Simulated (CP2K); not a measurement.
**C2F3N (cyanotrifluoromethane) at revPBE-D3(BJ)/TZV2P-MOLOPT-PBE-GTH (core potential)**

Aim: the energy change on altering one bond length of C2F3N (cyanotrifluoromethane) at revPBE-D3(BJ)/TZV2P-MOLOPT-PBE-GTH (core potential), from 2 runs. 

The calculation is run with CP2K 2026.2.

1 further run of the same task is left out (it didn't finish).

## (1) Starting point

C2F3N: 6 atoms, total charge 0, spin state singlet. SMILES: `N#CC(F)(F)F`. The shape is that of a PBE0-D4/def2-TZVP optimisation.

Bond lengths: N1–C2 1.146 Å, C2–C3 1.481 Å, C3–F4 1.326 Å, C3–F5 1.326 Å, C3–F6 1.326 Å. Angles: N1–C2–C3 180.0°, C2–C3–F4 110.1°, C2–C3–F5 110.1°, C2–C3–F6 110.1°, F4–C3–F5 108.8°, F4–C3–F6 108.8°, F5–C3–F6 108.8°.

## (2) The energy at revPBE-D3(BJ)/TZV2P-MOLOPT-PBE-GTH (core potential)

File calc.inp:

```
&GLOBAL
    PROJECT_NAME calc
    RUN_TYPE ENERGY
    PRINT_LEVEL MEDIUM
&END GLOBAL
&FORCE_EVAL
    METHOD Quickstep
    &DFT
        BASIS_SET_FILE_NAME BASIS_MOLOPT_UZH
        POTENTIAL_FILE_NAME POTENTIAL_UZH
        &QS
            METHOD GPW
            EPS_DEFAULT 1.0E-10
        &END QS
        ! plane-wave cutoff in Ry
        &MGRID
            CUTOFF 400
            REL_CUTOFF 50
            NGRIDS 4
        &END MGRID
        &POISSON
            PERIODIC NONE
            POISSON_SOLVER MULTIPOLE
        &END POISSON
        ! SCF settings
        &SCF
            SCF_GUESS ATOMIC
            EPS_SCF 1.0E-06
            MAX_SCF 50
            &OT
                MINIMIZER DIIS
                PRECONDITIONER FULL_ALL
            &END OT
            &OUTER_SCF
                EPS_SCF 1.0E-06
                MAX_SCF 10
            &END OUTER_SCF
        &END SCF
        ! exchange and correlation
        &XC
            &XC_FUNCTIONAL
                &PBE
                    PARAMETRIZATION REVPBE
                &END PBE
            &END XC_FUNCTIONAL
            &VDW_POTENTIAL
                POTENTIAL_TYPE PAIR_POTENTIAL
                &PAIR_POTENTIAL
                    TYPE DFTD3(BJ)
                    PARAMETER_FILE_NAME dftd3.dat
                    REFERENCE_FUNCTIONAL revPBE
                    R_CUTOFF 15
                &END PAIR_POTENTIAL
            &END VDW_POTENTIAL
        &END XC
        ! extra output
        &PRINT
            &MOMENTS
                PERIODIC F
                REFERENCE COM
                MAX_MOMENT 1
            &END MOMENTS
            &MO_CUBES
                NLUMO 1
                NHOMO -1
                WRITE_CUBE F
            &END MO_CUBES
            &HIRSHFELD OFF
            &END HIRSHFELD
        &END PRINT
    &END DFT
    &SUBSYS
        &CELL
            ABC 9.3 9.9 9
            PERIODIC NONE
        &END CELL
        &COORD
            N      5.819050     3.480050     5.492500
            C      5.283150     4.374550     5.016800
            C      4.590550     5.530750     4.401800
            F      3.480950     5.129350     3.796700
            F      5.378450     6.112150     3.507500
            F      4.271750     6.419950     5.332600
        &END COORD
        &KIND N
            BASIS_SET TZV2P-MOLOPT-PBE-GTH-q5
            POTENTIAL GTH-PBE-q5
        &END KIND
        &KIND C
            BASIS_SET TZV2P-MOLOPT-PBE-GTH-q4
            POTENTIAL GTH-PBE-q4
        &END KIND
        &KIND F
            BASIS_SET TZV2P-MOLOPT-PBE-GTH-q7
            POTENTIAL GTH-PBE-q7
        &END KIND
    &END SUBSYS
&END FORCE_EVAL
```

The run is started by

```console
$ OMP_NUM_THREADS=1 cp2k.psmp calc.inp > calc.out
```

What it wrote (excerpt; [...] marks lines left out):

```text
CP2K| version string:                                       CP2K version 2026.2
[...]
 GLOBAL| Method name                                                        CP2K
[...]
 GLOBAL| Run type                                                         ENERGY
[...]
 DFT| Spin restricted Kohn-Sham (RKS) calculation                            RKS
 DFT| Multiplicity                                                             1
[...]
 DFT| Charge                                                                   0
[...]
 FUNCTIONAL| PBE:
[...]
 QS| Method:                                                                 GPW
[...]
 QS| Density cutoff [a.u.]:                                                200.0
[...]
 QS| Relative density cutoff [a.u.]:                                        25.0
[...]
                             - Atoms:                                          6
[...]
                             - Spherical basis functions:                    174
[...]
 Number of electrons:                                                         34
[...]
     1 OT DIIS     0.15E+00    0.8     0.15877986       -90.1822335317 -9.02E+01
[...]
     6 OT DIIS     0.15E+00    0.8     0.00000034       -94.1025583557 -4.08E-10
  *** SCF run converged in     6 steps ***
[...]
  Overlap energy of the core charge distribution:               0.00000877981474
  Self energy of the core charge distribution:               -244.57078262831288
  Core Hamiltonian energy:                                     69.99845081511768
  Hartree energy:                                             100.49436160190385
  Exchange-correlation energy:                                -20.01571709149427
  Dispersion energy:                                           -0.00887983272051
  Total energy:                                               -94.10255835569139
[...]
                     Mulliken Population Analysis
 #  Atom  Element  Kind  Atomic population                           Net charge
       1     N        1          5.499690                             -0.499690
       2     C        2          3.638484                              0.361516
       3     C        2          3.161388                              0.838612
       4     F        3          7.233465                             -0.233465
       5     F        3          7.233433                             -0.233433
       6     F        3          7.233541                             -0.233541
 # Total charge                             34.000000                 -0.000000
[...]
  Dipole moment [Debye]
    X= -0.6923627E+00 Y=  0.1153552E+01 Z= -0.6147347E+00  Total=      1.4791709
[...]
 WARNING : did not converge in ot_eigensolver
 number of iterations          299  exceeded maximum
 current gradient / target gradient   8.7728635970272387E-005  /    1.0000000000000001E-005
[...]
 HOMO - LUMO gap [eV] :    7.747973
 ENERGY| Total FORCE_EVAL ( QS ) energy [hartree]            -94.102558355691386
[...]
```

It took 50 s on 1 thread of Intel Xeon 6975P-C (Granite Rapids), shared host; peak memory 0.78 GiB.

## (3) The distorted shape at the same level

File gas.inp:

```
&FORCE_EVAL
   METHOD QUICKSTEP
   &DFT
      BASIS_SET_FILE_NAME BASIS_MOLOPT_UZH
      POTENTIAL_FILE_NAME POTENTIAL_UZH
      CHARGE 0
      MULTIPLICITY 1
      &QS
         METHOD GPW
         EPS_DEFAULT 1.0E-10
      &END QS
      &MGRID
         CUTOFF 400
         REL_CUTOFF 50
         NGRIDS 4
      &END MGRID
      &POISSON
         PERIODIC NONE
         POISSON_SOLVER MULTIPOLE
      &END POISSON
      &SCF
         SCF_GUESS ATOMIC
         EPS_SCF 1.0E-06
         MAX_SCF 40
         &OT ON
            MINIMIZER CG
            PRECONDITIONER FULL_SINGLE_INVERSE
         &END OT
         &OUTER_SCF
            EPS_SCF 1.0E-06
            MAX_SCF 10
         &END OUTER_SCF
      &END SCF
      &XC
         &XC_FUNCTIONAL
            &PBE
               PARAMETRIZATION REVPBE
            &END PBE
         &END XC_FUNCTIONAL
         &VDW_POTENTIAL
            POTENTIAL_TYPE PAIR_POTENTIAL
            &PAIR_POTENTIAL
               TYPE DFTD3(BJ)
               PARAMETER_FILE_NAME dftd3.dat
               REFERENCE_FUNCTIONAL revPBE
               R_CUTOFF 15
            &END PAIR_POTENTIAL
         &END VDW_POTENTIAL
      &END XC
      &PRINT
         &MOMENTS
            PERIODIC F
            REFERENCE COM
            MAX_MOMENT 1
         &END MOMENTS
         &MO_CUBES
            NLUMO 3
            NHOMO -1
            WRITE_CUBE F
         &END MO_CUBES
         &HIRSHFELD OFF
         &END HIRSHFELD
      &END PRINT
   &END DFT
   &SUBSYS
      &CELL
         ABC [angstrom] 9.5 10.1 9.7
         PERIODIC NONE
      &END CELL
      &COORD
         N      0.391786    -2.170216     1.608934
         C     -0.144114    -1.275716     1.133234
         C     -0.836714    -0.119516     0.518234
         F     -1.946314    -0.520916    -0.086866
         F      0.581500     0.927000    -1.091500
         F     -1.155514     0.769684     1.449034
      &END COORD
      &TOPOLOGY
         &CENTER_COORDINATES
         &END CENTER_COORDINATES
      &END TOPOLOGY
      &KIND N
         BASIS_SET TZV2P-MOLOPT-PBE-GTH-q5
         POTENTIAL GTH-PBE-q5
      &END KIND
      &KIND C
         BASIS_SET TZV2P-MOLOPT-PBE-GTH-q4
         POTENTIAL GTH-PBE-q4
      &END KIND
      &KIND F
         BASIS_SET TZV2P-MOLOPT-PBE-GTH-q7
         POTENTIAL GTH-PBE-q7
      &END KIND
   &END SUBSYS
&END FORCE_EVAL
&GLOBAL
   PROJECT gas
   RUN_TYPE ENERGY
   PRINT_LEVEL MEDIUM
&END GLOBAL
```

The run is started by

```console
$ OMP_NUM_THREADS=1 cp2k.psmp -i gas.inp > gas.out 2>&1
```

What it wrote (excerpt; [...] marks lines left out):

```text
CP2K| version string:                                       CP2K version 2026.2
[...]
 GLOBAL| Method name                                                        CP2K
[...]
 GLOBAL| Run type                                                         ENERGY
[...]
 DFT| Spin restricted Kohn-Sham (RKS) calculation                            RKS
 DFT| Multiplicity                                                             1
[...]
 DFT| Charge                                                                   0
[...]
 FUNCTIONAL| PBE:
[...]
 QS| Method:                                                                 GPW
[...]
 QS| Density cutoff [a.u.]:                                                200.0
[...]
 QS| Relative density cutoff [a.u.]:                                        25.0
[...]
                             - Atoms:                                          6
[...]
                             - Spherical basis functions:                    174
[...]
 Number of electrons:                                                         34
[...]
     1 OT CG       0.80E-01    0.8     0.11581378       -90.6866970283 -9.07E+01
[...]
    11 OT CG       0.54E-01    0.9     0.00000084       -93.9729751019 -1.20E-10
  *** SCF run converged in    11 steps ***
[...]
  Overlap energy of the core charge distribution:               0.00000877523613
  Self energy of the core charge distribution:               -244.57078262831288
  Core Hamiltonian energy:                                     69.24366031844119
  Hartree energy:                                             101.12857893033556
  Exchange-correlation energy:                                -19.76571349936192
  Dispersion energy:                                           -0.00872699823171
  Total energy:                                               -93.97297510189364
[...]
  Dipole moment [Debye]
    X= -0.2741484E+01 Y= -0.7656822E+00 Z=  0.2056363E+01  Total=      3.5115002
[...]
 HOMO - LUMO gap [eV] :    1.129985
 ENERGY| Total FORCE_EVAL ( QS ) energy [hartree]            -93.972975101893638
[...]
```

It took 72 s on 1 thread of Intel Xeon 6975P-C (Granite Rapids), shared host; peak memory 0.81 GiB.

## (4) Results

At revPBE-D3(BJ)/TZV2P-MOLOPT-PBE-GTH (core potential):

```
                                                         quantity          value
                                        first shape: total energy   -94.10256 Eh
                                       first shape: dipole moment         1.48 D
                                         first shape: HOMO energy       -9.56 eV
                                         first shape: LUMO energy       -1.81 eV
                                       first shape: HOMO–LUMO gap        7.75 eV
                                   first shape: dispersion energy  -23.31 kJ/mol
                                    distorted shape: total energy   -93.97298 Eh
                                   distorted shape: dipole moment         3.51 D
                                     distorted shape: HOMO energy       -7.79 eV
                                     distorted shape: LUMO energy       -6.66 eV
                                   distorted shape: HOMO–LUMO gap        1.13 eV
                               distorted shape: dispersion energy  -22.91 kJ/mol
energy change with the C3–F5 bond stretched from 1.326 to 2.387 Å       3.526 eV
```

**Reading.** One bond (distorted shape) is far stretched, which a spin-restricted single reference describes badly; a broken-symmetry solution may lie lower. With the C3–F5 bond stretched from 1.326 to 2.387 Å the energy rises by 3.53 eV (340 kJ/mol). The first shape isn't relaxed at this level, so the change isn't measured from a minimum. A restricted reference can't describe the breaking bond well at this length.
